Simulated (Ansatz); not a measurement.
Write a Python script for Ansatz's Python interface that makes a composite energy at a relaxed geometry of AlBH4, SMILES [BH2][AlH2]. Use (for the species named): PBE0, def2-SVP basis, multiplicity 1.

```csv
atom,x (Å),y (Å),z (Å)
B,0.0062,-1.1516,0.0457
Al,0.0189,0.9532,-0.0370
H,-0.9144,-1.6482,0.6490
H,0.8340,-1.7321,-0.5585
H,1.1597,1.6829,-0.9043
H,-1.0624,1.8317,0.7589
```

Script `run_composite.py`:
```python
# -*- coding: utf-8 -*-
'''Relax AlBH4 cheaply, then refine its energy.'''

import logging
import sys

import ansatz
import numpy as np

logging.basicConfig(stream=sys.stdout, format='%(levelname)s:%(name)s:%(message)s')
logger = logging.getLogger('ansatz_job')
logger.setLevel(logging.INFO)

mol = (
    ansatz.Crystal.molecule()
    .atom('B', [0.0062, -1.1516, 0.0457])
    .atom('Al', [0.0189, 0.9532, -0.037])
    .atom('H', [-0.9144, -1.6482, 0.649])
    .atom('H', [0.834, -1.7321, -0.5585])
    .atom('H', [1.1597, 1.6829, -0.9043])
    .atom('H', [-1.0624, 1.8317, 0.7589])
)

job = (
    mol.calculation()
    .basis(gaussian='def2-SVP')
    .functional('pbe0')
)
symbols = [site.symbol for site in mol.cartesian_sites]
start = np.array([site.position_ang for site in mol.cartesian_sites], dtype=float)
report = job.relax(force_tolerance=0.01, max_steps=100).run(threads=1, backend='cpu').report
end = np.array(report['positions_ang'])
logger.info('final positions (A) and the move of each atom')
for symbol, xyz, old in zip(symbols, end, start):
    logger.info(f'{symbol:2s} {xyz[0]:10.5f} {xyz[1]:10.5f} {xyz[2]:10.5f}   {np.linalg.norm(xyz - old):7.4f}')

minimum = ansatz.Crystal.molecule()
for symbol, place in zip(symbols, end):
    minimum = minimum.atom(symbol, place.tolist())
at_minimum = minimum.calculation()
# MP2 extrapolated to the basis limit, plus the small-basis difference CCSD(T) - MP2
level = lambda method, basis: at_minimum.basis(gaussian=basis).correlation(method).run(threads=1, backend='cpu').report
small, large, cluster = level('mp2', 'cc-pVDZ'), level('mp2', 'cc-pVTZ'), level('ccsd_t', 'cc-pVDZ')
corr = lambda each: (each['free_energy_ev'] - each['reference_energy_ev']) / 27.211386246
mp2_limit = (27 * corr(large) - 8 * corr(small)) / 19
pieces = {'HF / cc-pVTZ': large['reference_energy_ev'] / 27.211386246, 'MP2 correlation, DZ-TZ limit': mp2_limit, 'CCSD(T) - MP2 / cc-pVDZ': corr(cluster) - corr(small)}
for name, value in pieces.items():
    logger.info(f'{name:32s} {value:14.6f} Ha')
logger.info(f'{"sum":32s} {sum(pieces.values()):14.6f} Ha')
print('T1 diagnostic', round(cluster['correlation']['coupled_cluster']['t1_diagnostic'], 4))
```

```console
$ python run_composite.py
INFO:ansatz_job:final positions (A) and the move of each atom
INFO:ansatz_job:B    -0.02090   -1.12395    0.03344    0.0406
INFO:ansatz_job:Al    0.03193    0.99150   -0.04371    0.0410
INFO:ansatz_job:H    -0.98478   -1.77276   -0.31701    0.9765
INFO:ansatz_job:H     0.91033   -1.79327    0.43046    0.9938
INFO:ansatz_job:H     0.55420    1.75682   -1.34591    0.7531
INFO:ansatz_job:H    -0.44878    1.87757    1.19652    0.7551
INFO:ansatz_job:HF / cc-pVTZ                        -268.885359 Ha
INFO:ansatz_job:MP2 correlation, DZ-TZ limit          -0.197626 Ha
INFO:ansatz_job:CCSD(T) - MP2 / cc-pVDZ               -0.043905 Ha
INFO:ansatz_job:sum                                 -269.126890 Ha
T1 diagnostic 0.0108
```

Notes:
- Total energies depend on the basis set; only differences at equal settings carry meaning.
- The sum leaves out core correlation, relativity, the Hartree-Fock basis error and zero-point energy; a DZ-TZ extrapolation is rough.
- Inner cores stay frozen, so this is valence correlation.
- For Al to Cl the sets with a tight d function, cc-pV(X+d)Z, are usual.
- An extrapolation from small basis sets is rough.
- Hardware and time: 16 s on 1 thread of Arm Neoverse V1, on a shared host, peak memory 0.22 GiB.

(A comment or docstring line of the script was reworded after the run, the code is as it ran; lines on the test bed's own set-up are left out of the output.)
